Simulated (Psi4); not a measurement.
# BPH4Cl− (SMILES P[BH2-]Cl) at 4 levels

Wanted: a comparison of 4 runs (HF/STO-3G, B3LYP/6-31G*, HSE06/aug-cc-pVDZ, TPSSh/aug-cc-pVDZ) of BPH4Cl−. 

The results are computed with Psi4 1.11.

3 further runs of the same task are left out: 3 that didn't finish.

## Step 1: The system as given

BPH4Cl−: 7 atoms, total charge -1, spin state singlet. SMILES: `P[BH2-]Cl`. The P1–B2 distance was set to 2.976 Å, away from the relaxed value. At this shape a bond of the SMILES string is far longer than usual.

Bond lengths: B2–Cl3 1.855 Å, P1–H4 1.383 Å, P1–H5 1.384 Å, B2–H6 1.199 Å, B2–H7 1.201 Å. Angles: Cl3–B2–H6 108.2°, Cl3–B2–H7 108.1°, H6–B2–H7 113.9°, H4–P1–H5 91.2°.

## Step 2: The energy at HF/STO-3G (run 1)

Input file job.json:

```json
{
 "schema_name": "qcschema_input",
 "schema_version": 1,
 "molecule": {
  "schema_name": "qcschema_molecule",
  "schema_version": 2,
  "symbols": ["P", "B", "Cl", "H", "H", "H", "H"],
  "geometry": [-4.15733133, 0.88864938, -0.68974437, 1.20050521, -0.05824136, 0.73604833, 1.25638441, -3.05194549, 2.55944506, -4.36230993, -0.89391038, -2.59048759, -3.67811569, 2.77743064, -2.43549226, 2.48653943, -0.32858558, -1.10925034, 1.89652914, 1.61344817, 2.10369981],
  "molecular_charge": -1,
  "molecular_multiplicity": 1,
  "fix_symmetry": "c1"
 },
 "driver": "energy",
 "model": {
  "method": "scf",
  "basis": "STO-3G"
 },
 "keywords": {
  "puream": true,
  "e_convergence": 1e-09,
  "d_convergence": 1e-08,
  "scf_type": "pk",
  "scf_properties": ["LOWDIN_CHARGES", "MULLIKEN_CHARGES", "MAYER_INDICES"]
 }
}
```

Launch:

```
$ psi4 --qcschema job.json -n 1 --memory 1600MB
```

stdout:

```text
[...]
  Running in c1 symmetry.
[...]
  Nuclear repulsion =  105.984318363218549
[...]
  Multiplicity = 1
[...]
  Nalpha       = 21
  Nbeta        = 21
[...]
    Number of basis functions: 27
[...]
   @RHF iter   1:  -817.96479732795956   -2.09942e+00   8.79783e-03 DIIS/ADIIS
[...]
   @RHF iter  10:  -818.01838949009448   -1.13687e-13   1.55979e-09 DIIS
[...]
  @RHF Final Energy:  -818.01838949009448
   => Energetics <=
    Nuclear Repulsion Energy =            105.9843183632185486
    One-Electron Energy =               -1356.6250966942575360
    Two-Electron Energy =                 432.6223888409444953
    Total Energy =                       -818.0183894900944779
[...]
 Multipole Moments:
 ------------------------------------------------------------------------------------
     Multipole            Electronic (a.u.)      Nuclear  (a.u.)        Total (a.u.)
 ------------------------------------------------------------------------------------
 L = 1.  Multiply by 2.5417464519 to convert [e a0] to [Debye]
 Dipole X            :          0.7411079           -0.5319755            0.2091324
 Dipole Y            :         -3.4485493            3.1281266           -0.3204227
 Dipole Z            :          3.9479627           -3.7285878            0.2193749
 Magnitude           :                                                    0.4410583
[...]
```

The result, in JSON:

```text
{
 "driver": "energy",
 "model": {
  "method": "scf",
  "basis": "STO-3G"
 },
 "success": true,
 "return_result": -818.0183894900945,
 "properties": {
  "calcinfo_nbasis": 27,
  "calcinfo_nmo": 27,
  "calcinfo_nalpha": 21,
  "calcinfo_nbeta": 21,
  "calcinfo_natom": 7,
  "nuclear_repulsion_energy": 105.98431836321855,
  "return_energy": -818.0183894900945,
  "scf_one_electron_energy": -1356.6250966942575,
  "scf_two_electron_energy": 432.6223888409445,
  "scf_dipole_moment": [0.20913244594657265, -0.32042266525219576, 0.2193748787246621],
  "scf_total_energy": -818.0183894900945,
  "scf_iterations": 10
 }
}
```

Run time: 2.8 s. Hardware: 1 thread of AMD EPYC 7R43 (Zen 3), shared host; peak memory 0.17 GiB.

## Step 3: Energy and forces at B3LYP/6-31G(d) (spherical functions) (run 2)

Input file calc.in:

```
memory 1600 MB

molecule geom {
  -1 1
  P     -2.199965     0.470253    -0.364997
  B      0.635280    -0.030820     0.389500
  Cl     0.664850    -1.615020     1.354400
  H     -2.308435    -0.473037    -1.370827
  H     -1.946375     1.469753    -1.288807
  H      1.315820    -0.173880    -0.586990
  H      1.003600     0.853800     1.113230
  units angstrom
  symmetry c1
}

set basis 6-31G*
set reference rks
set puream true
set e_convergence 1e-09
set d_convergence 1e-08
set scf_type pk
set dft_radial_points 99
set dft_spherical_points 590

energy_value, wavefunction = gradient('b3lyp', return_wfn=True)
oeprop(wavefunction, 'MULLIKEN_CHARGES', 'DIPOLE', 'QUADRUPOLE')
print_variables()
```

Launch:

```
$ psi4 calc.in calc.out -n 1
```

calc.out:

```text
[...]
  Running in c1 symmetry.
[...]
  Nuclear repulsion =  105.984318289382784
[...]
  Multiplicity = 1
[...]
  Nalpha       = 21
  Nbeta        = 21
[...]
    Number of basis functions: 58
[...]
   @RKS iter   1:  -828.70831956598136   -6.01783e-01   6.77507e-03 ADIIS/DIIS
[...]
   @RKS iter  11:  -828.83412157250393   -1.93268e-12   3.07613e-09 DIIS
[...]
  @RKS Final Energy:  -828.83412157250393
   => Energetics <=
    Nuclear Repulsion Energy =            105.9843182893827844
    One-Electron Energy =               -1362.5429171928394680
    Two-Electron Energy =                 473.8780589950065405
    DFT Exchange-Correlation Energy =     -46.1535816640537817
    Empirical Dispersion Energy =           0.0000000000000000
    VV10 Nonlocal Energy =                  0.0000000000000000
    Total Energy =                       -828.8341215725039319
[...]
  -Total Gradient:
     Atom            X                  Y                   Z
    ------   -----------------  -----------------  -----------------
       1       -0.021198825004     0.002709072818    -0.037912727994
       2       -0.002180486379     0.001121166468    -0.001769412744
       3        0.005760460588     0.005894305126    -0.002244148082
       4       -0.000302418896     0.017362621339     0.015919078427
       5       -0.004959882593    -0.017587255540     0.014840125668
       6        0.010348657973    -0.002379498871     0.009635690145
       7        0.012530395560    -0.007122232087     0.001532949484
[...]
```

Wall time 29 s (1 thread of AMD EPYC 7R43 (Zen 3), shared host); peak memory 0.77 GiB.

Run 3 isn't shown in full; the table further down has it.

## Step 4: Energy and forces at TPSSh/aug-cc-pVDZ (run 4)

Input file calc.py:

```python
import psi4

psi4.set_memory('1600 MB')
psi4.set_num_threads(1)
psi4.core.set_output_file('psi4.out', False)

molecule = psi4.geometry("""
-1 1
P
B 1 2.9764
Cl 2 1.855154 1 106.90529
H 1 1.383205 2 98.29251 3 -75.01352
H 1 1.384461 4 91.23067 2 96.92618
H 2 1.198805 3 108.2226 1 -119.33956
H 2 1.200832 6 113.87325 3 120.22766
units angstrom
symmetry c1
no_reorient
no_com
""")

psi4.set_options({
    'basis': 'aug-cc-pVDZ',
    'reference': 'rks',
    'puream': True,
    'e_convergence': 1e-09,
    'd_convergence': 1e-08,
    'scf_type': 'pk',
    'dft_radial_points': 99,
    'dft_spherical_points': 590,
})

e, wfn = psi4.gradient("tpssh", molecule=molecule, return_wfn=True)
print('gradient / Eh bohr^-1')
print(e.np.round(6))
print(f'energy = {wfn.energy():.10f} Eh')
```

Launch:

```
$ python calc.py
```

psi4.out:

```text
[...]
  Running in c1 symmetry.
[...]
  Nuclear repulsion =  105.984310328733272
[...]
  Multiplicity = 1
[...]
  Nalpha       = 21
  Nbeta        = 21
[...]
    Number of basis functions: 113
[...]
   @RKS iter   1:  -828.68292474054749   -5.38042e-01   4.60529e-03 DIIS/ADIIS
[...]
   @RKS iter  12:  -828.90090622353659   -5.68434e-12   4.94025e-09 DIIS
[...]
  @RKS Final Energy:  -828.90090622353659
   => Energetics <=
    Nuclear Repulsion Energy =            105.9843103287332724
    One-Electron Energy =               -1361.8894757937100621
    Two-Electron Energy =                 478.6709264945604900
    DFT Exchange-Correlation Energy =     -51.6666672531201314
    Empirical Dispersion Energy =           0.0000000000000000
    VV10 Nonlocal Energy =                  0.0000000000000000
    Total Energy =                       -828.9009062235364809
[...]
  -Total Gradient:
     Atom            X                  Y                   Z
    ------   -----------------  -----------------  -----------------
       1        0.029316296499     0.015370767837    -0.031101466830
       2       -0.000004964472     0.000641408074    -0.001440267209
       3       -0.000215201242     0.008328330168     0.004189026176
       4       -0.024037527161     0.008054390521     0.001126954827
       5       -0.003969846460    -0.024804783800     0.002129736440
       6       -0.008128160187    -0.003954705811     0.011982852233
       7        0.007039582440    -0.003642806189     0.013110199494
[...]
```

The script printed:

```text
gradient / Eh bohr^-1
[[ 2.9316e-02  1.5371e-02 -3.1101e-02]
 [-5.0000e-06  6.4100e-04 -1.4400e-03]
 [-2.1500e-04  8.3280e-03  4.1890e-03]
 [-2.4038e-02  8.0540e-03  1.1270e-03]
 [-3.9700e-03 -2.4805e-02  2.1300e-03]
 [-8.1280e-03 -3.9550e-03  1.1983e-02]
 [ 7.0400e-03 -3.6430e-03  1.3110e-02]]
energy = -828.9009062235 Eh
```

It took 3.1 min on 1 thread of AMD EPYC 7R43 (Zen 3), shared host; peak memory 0.74 GiB.

## Step 5: All runs side by side

```csv
run,level,task,integration grid,energy (Eh),HOMO energy (eV),LUMO energy (eV),HOMO–LUMO gap (eV),wall time
1,HF/STO-3G,energy,–,-818.018389,1.72,11.88,10.16,2.8 s
2,B3LYP/6-31G* (spherical functions),gradient,99 radial × 590 angular,-828.834122,-0.33,4.15,4.49,29 s
3,HSE06/aug-cc-pVDZ,gradient,99 radial × 590 angular,-828.568145,-0.66,2.83,3.50,2.9 min
4,TPSSh/aug-cc-pVDZ,gradient,99 radial × 590 angular,-828.900906,-0.55,2.94,3.49,3.1 min
```

## Step 6: What came out

```
                                                    quantity          value
                                         run 4: total energy  -828.90091 Eh
                                          run 4: HOMO energy       -0.55 eV
                                          run 4: LUMO energy        2.94 eV
run 4: HOMO–LUMO gap (to an unbound level, set by the basis)        3.49 eV
                             run 4: largest force on an atom     2.336 eV/Å
```

The HOMO–LUMO gap runs from 3.49 eV (TPSSh/aug-cc-pVDZ) to 10.16 eV (HF/STO-3G). The two ends differ in method and basis. The empty levels of an anion lie above zero and hang on the basis. Totals of different functionals can't be ranked against each other. In run 1 the HOMO lies above zero, so the outermost electron may be held by the basis alone. In run 1 the basis is minimal, so the values are rough. All runs together took 6.5 min, the longest 3.1 min.
